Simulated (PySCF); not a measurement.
**Magnesium: a sound run and one with changed settings**

Sound run: Mg [Ne] 3s2, Mg+ [Ne] 3s1. Computed with PySCF 2.14 in cc-pVTZ (5s4p2d1f, 34 functions), with no relativity, point nucleus. In the sound run the correlated levels freeze [Ne]. The sound run starts from symmetry-adapted Hartree-Fock orbitals and uses a fine grid where one is needed.

A second run was set up differently.

```csv
species,method,sound run (hartree),changed run (hartree),converged
Mg,UHF,-199.61335,-199.61335,yes
Mg,M06-L,-200.05839,-200.05839,yes
Mg,r2SCAN,-200.03955,-200.03955,yes
Mg,MP2,-199.63688,-199.63249,yes
Mg,CCSD(T),-199.64708,-199.64708,yes
Mg+,UHF,-199.37053,-199.37053,yes
Mg+,M06-L,-199.78246,-199.78246,yes
Mg+,r2SCAN,-199.76883,-199.76883,yes
```

Ionisation energy of Mg:

```tsv
method	sound run (eV)	changed run (eV)
UHF	6.607	6.607
M06-L	7.509	7.509
r2SCAN	7.367	7.367
MP2	7.248	7.128
SCS-MP2	7.376	7.233
CCSD	7.525	7.525
CCSD(T)	7.525	7.525
CCSDT	7.525	7.525
FCI	7.525	7.525
```

**Question.** What was changed?
A. all electrons correlated in a valence basis
B. minimal basis
C. a valence shell is frozen
D. level shift left on

**Answer.** D. It used initial guess 1e, at most 50 SCF cycles, level shift 0.1 hartree. A level shift leaves the converged SCF energy unchanged but raises the virtual orbital energies, which shrinks MP2 if it is not removed.
